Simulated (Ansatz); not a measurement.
Which method gave which barrier?

Saddle point of CH4ClS (charge -1), closed shell ([CH₃Cl ([CH3][Cl]) + HS]⁻ → [CH₄S ([CH3][SH]) + Cl]⁻; bonds formed: C2–S3; bonds broken: Cl1–C2), PBE0-D4/def2-TZVPD structure:

```
7
angstrom
Cl -1.3472 0.9624 2.0819
C -0.3265 0.0427 0.3707
S 0.8471 -1.0235 -1.6009
H -0.5957 0.8177 -0.3202
H -0.9076 -0.8599 0.3924
H 0.6418 0.0475 0.8323
H 1.6881 0.0131 -1.7563
```

Computed with Ansatz 0.2.0 (basis: def2-TZVPPD, with def2-QZVPPD for the basis limit); correlated methods freeze the cores. Extrapolation: Hartree–Fock as exp(−7.88 √X), correlation as X^−2.97. Four methods, as single points on the PBE0-D4 structures, gave these electronic barriers from the start structure: 0.81, 6.17, 8.20, 12.97 kcal/mol.

**Question.** The methods were, in alphabetical order, BHLYP-D4, BLYP-D4, HF, PBE0-D4. Which gave which? (A judgement: the text doesn't fix the answer.)

**Answer.** Computed: BLYP-D4 0.81; PBE0-D4 6.17; BHLYP-D4 8.20; HF 12.97 kcal/mol. For comparison, CCSD(T) at an estimated basis limit (MP2 extrapolated from triple and quadruple zeta, plus CCSD(T) − MP2 in triple zeta) gives 8.62 kcal/mol.

The T1 diagnostic stays at or below 0.018.

Labels in which every atom is bracketed show which atoms are joined, not bond orders.

For scale, one of the runs: CCSD(T)/def2-TZVPPD, 207 basis functions, launched by `ansatz run in.yaml --threads 2 --pin off --events-out ev --progress --plain --max-ram 4352MiB`. Time: 63 s of wall clock on 2 CPU threads of an Intel Xeon Platinum 8259CL; the host was shared. Peak host memory: 2.6 GiB.
